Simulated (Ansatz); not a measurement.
```yaml
crystal:
  periodic: [false, false, false]
  atoms:
    - {symbol: S, position_ang: [-0.364529, -2.776597, -0.501602]}
    - {symbol: C, position_ang: [-0.408850, -1.242442, -0.280748]}
    - {symbol: N, position_ang: [-0.535903, -0.052917, -0.129197]}
    - {symbol: C, position_ang: [0.255318, 1.046395, 0.203626]}
    - {symbol: O, position_ang: [1.423529, 0.985507, 0.443013]}
    - {symbol: H, position_ang: [-0.327564, 1.976053, 0.218806]}
basis:
  gaussian: {orbitals: cc-pVDZ}
total_charge: 1
magnetization: {spin_polarized: true, initial_magnetization: 1}
hamiltonian: {xc: {name: B2PLYP}}
output: {forces: true}
```

```sh
$ ansatz run in.yaml --threads 2 --pin off --events-out ev --progress --plain --max-ram 4352MiB
```

It prints (some lines left out):

```
Functional definition: B2PLYP
765 factors; integrals over basis functions are off by at most 9.8e-4 eV
mean field evaluation 1: about -16424.7964 eV, gradient 4.9e1 eV
mean field evaluation 2: about -16424.9527 eV, gradient 4.9e1 eV
mean field evaluation 4: about -16435.2271 eV, gradient 1.6e1 eV
mean field evaluation 8: about -16436.8030 eV, gradient 1.1e0 eV
mean field evaluation 16: about -16436.8671 eV, gradient 3.0e-2 eV
mean field evaluation 32: about -16436.8671 eV, gradient 1.7e-6 eV
mean field -16436.86712498 eV, -604.0437255344 hartree, gradient 2.2e-6 eV, S^2 0.862011; 6 other end points of the search recorded, 0 dependent functions left out
9 core orbitals not correlated: weight in the atoms' cores, before any rotation towards them, 1.000 or more for the frozen orbitals, at most 0.000 for the correlated occupied ones
reference -16436.86726042 eV, -604.0437305118 hartree; 13, 12 occupied and 57, 58 virtual orbitals, 765 factors
second order -23.31869113 eV of doubles, -0.00000000 eV of singles
Total energy: -16443.16330703 eV, -604.2751059569 hartree
Atom 0 at    -0.364529    -2.776597    -0.501602 Å, force     0.036934    -2.307605    -0.338489 eV/Å
Atom 1 at    -0.408850    -1.242442    -0.280748 Å, force    -0.134598     2.038894     0.277145 eV/Å
Atom 2 at    -0.535903    -0.052917    -0.129197 Å, force    -0.898839    -2.248997    -0.527160 eV/Å
Atom 3 at     0.255318     1.046395     0.203626 Å, force     1.335483     3.129035     0.751701 eV/Å
Atom 4 at     1.423529     0.985507     0.443013 Å, force    -0.151314    -0.697996    -0.136335 eV/Å
Atom 5 at    -0.327564     1.976053     0.218806 Å, force    -0.187667     0.086670    -0.026862 eV/Å
Dipole moment:    -0.480187    -0.369384    -0.157686 e Å
```

It took 16 s on 2 threads of an Arm Neoverse V1 on a shared host, with 0.25 GiB of host memory at the peak.
